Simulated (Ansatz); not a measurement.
HC–SeH, triplet: vertical spin and charge gaps

Geometry (PBE0/def2-TZVP stationary point for this spin, not checked as a minimum):

```yaml
atoms:
  - { symbol: C, position_ang: [-0.1382, 0.0631, 1.5565] }
  - { symbol: Se, position_ang: [0.0124, -0.0276, -0.2598] }
  - { symbol: H, position_ang: [0.6196, -0.0163, 2.3303] }
  - { symbol: H, position_ang: [0.0556, 1.4286, -0.5243] }
```

Basis cc-pVDZ; Ansatz 0.2.0. Correlated methods freeze the noble-gas cores and the filled d shells of p-block atoms. Prefix R: restricted or restricted open-shell reference; prefix U: unrestricted. Active spaces: valence = (12e, 10o) chosen from the atoms' valence shells. No spin–orbit coupling is included, and no scalar relativity.

Gaps are energies of the second state less the first, at fixed atoms, for a selection of the levels run; each method lands on the state that its own search finds for that charge and spin.

Unrestricted rows (U, and Kohn–Sham where it breaks symmetry) aren't spin-pure: their determinants' ⟨S²⟩ exceeds S(S+1) by up to 0.78, so they mix in states of higher spin. For open shells CISD is restricted-active-space CI with the open shells as a complete middle space. A value is left out where its run failed or describes another state than the reference as far as symmetry and spin tell, or, spin-broken singlets apart, can't be checked.

Removing an electron, to the doublet: 8.244 eV at UCCSDT(Q).

Large singles or doubles amplitudes warn of static correlation in the HC–SeH⁺ doublet.

| level | gap (eV) | error (meV) | ⟨S²⟩ where 0.1 over S(S+1) (first / second) |
| --- | --- | --- | --- |
| UHF | 8.134 | -110 | – / 1.53 |
| UMP2 | 8.736 | 492 | – / 1.53 |
| CISD | 8.675 | 431 | – / – |
| UCCSD | 8.429 | 185 | – / 1.53 |
| UCCSD(T) | 8.354 | 110 | – / 1.53 |
| BCCD(T) | 8.304 | 60 | – / – |
| UCCSDT | 8.267 | 23 | – / 1.53 |
| CASSCF (valence space) | 7.423 | -821 | – / – |
| NEVPT2 (valence space) | 8.054 | -190 | – / – |
| MRCISD (valence space) | 8.119 | -125 | – / – |
| MRCISD+Q (valence space) | 8.215 | -29 | – / – |
| PBE | 8.537 | 293 | – / 0.86 |
| r2SCAN | 8.787 | 543 | – / 1.06 |
| PBE0 | 8.783 | 539 | – / 1.05 |
| B3LYP | 8.705 | 461 | – / 0.93 |
| wB97M-V | 8.692 | 448 | – / 1.01 |
| B2PLYP | 8.656 | 412 | – / 1.23 |
| PBE-QIDH | 8.888 | 644 | – / 1.37 |
| RPA-PBE | 8.378 | 134 | – / 0.86 |

Quintet less triplet: 5.910 eV at UCCSDT(Q).

```csv
level,gap (eV),error (meV)
UHF,5.364,-546
UMP2,5.914,4
CISD,5.769,-141
UCCSD,5.875,-35
UCCSD(T),5.906,-4
BCCD(T),5.911,1
UCCSDT,5.907,-3
CASSCF (valence space),6.020,110
NEVPT2 (valence space),5.942,32
MRCISD (valence space),5.929,19
MRCISD+Q (valence space),5.907,-3
PBE,5.873,-37
r2SCAN,5.840,-70
PBE0,5.832,-78
B3LYP,5.946,36
wB97M-V,5.988,78
B2PLYP,5.961,51
RPA-PBE,5.895,-15
```

Task: PBE gives 10.249 eV for removing an electron, to the quartet. Estimate what UCCSDT(Q) gives in cc-pVDZ.

Result: UCCSDT(Q) in cc-pVDZ gives 9.863 eV, so against it PBE is off by 0.386 eV, of which a good part can be the reference's own basis and frozen-core error.

| level | gap (eV) | error (meV) |
| --- | --- | --- |
| UHF | 8.977 | -886 |
| UMP2 | 9.849 | -14 |
| CISD | 9.663 | -200 |
| UCCSD | 9.815 | -48 |
| UCCSD(T) | 9.856 | -7 |
| CASSCF (valence space) | 9.090 | -773 |
| NEVPT2 (valence space) | 9.692 | -171 |
| r2SCAN | 10.233 | 370 |
| B2PLYP | 10.106 | 243 |
| RPA-PBE | 10.052 | 189 |

In so small a basis the reference is far from its limit while semilocal and hybrid functionals are nearer theirs (RPA and double hybrids share part of the reference's basis error), so the functionals' errors here hold much of the reference's basis and frozen-core error, which can add to them or hide them.

Full CI isn't at hand for all of this; UCCSDT(Q) serves as the reference, and is uncertain by the last step of the cluster series or more. The frozen core follows each run's orbitals, which can shift R against U totals by a few meV for light atoms and by up to 0.1 eV past Ca.
